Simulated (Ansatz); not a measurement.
Worked example: correlation energy of HSi–BH, quartet

Geometry: a PBE0/def2-TZVP stationary point for this spin, not checked as a minimum.

```tsv
atom	x (Å)	y (Å)	z (Å)
Si	0.0000	-0.0471	0.5518
B	0.0000	-0.0605	-1.3633
H	0.0000	1.1711	1.4474
H	0.0000	0.7893	-2.2001
```

Basis cc-pVDZ; Ansatz 0.2.0. Only valence electrons are correlated (noble-gas cores frozen), which leaves 9 electrons in 36 orbitals. Prefix R: restricted or restricted open-shell reference.

Full CI isn't at hand for all of this; RCCSDTQ serves as the reference, and is uncertain by about the last step of the cluster series.

Runs differ by some tens of microhartree through their thresholds and, for an open shell, their frozen cores, so steps under 0.03 kcal/mol mean nothing.

```json
{"level": "RHF", "total energy (hartree)": "-314.638178"}
{"level": "RMP2", "total energy (hartree)": "-314.767382"}
{"level": "RCCSD", "total energy (hartree)": "-314.800701"}
{"level": "RCCSD(T)", "total energy (hartree)": "-314.805553"}
{"level": "RCCSDT", "total energy (hartree)": "-314.806877"}
{"level": "RCCSDT(Q)", "total energy (hartree)": "-314.807113"}
{"level": "RCCSDTQ", "total energy (hartree)": "-314.807148"}
```

What is the correlation energy at RCCSDTQ, and what share of it do RMP2 and RCCSD(T) recover?

E(corr) = -314.807148 − (-314.638178) = -0.168970 hartree = -4.598 eV. RMP2: -0.129204 / -0.168970 = 76.47 %. RCCSD(T): -0.167375 / -0.168970 = 99.06 %.

By how many kcal/mol does RCCSD(T) miss RCCSDTQ (1 hartree = 627.509 kcal/mol), and which steps make up the rest?

-314.805553 − (-314.807148) = 0.001595 hartree = 1.00 kcal/mol. Steps: RCCSDT − RCCSD(T) = -0.83, RCCSDT(Q) − RCCSDT = -0.15, RCCSDTQ − RCCSDT(Q) = -0.02 kcal/mol. Differences between like states or geometries often cancel part of this.
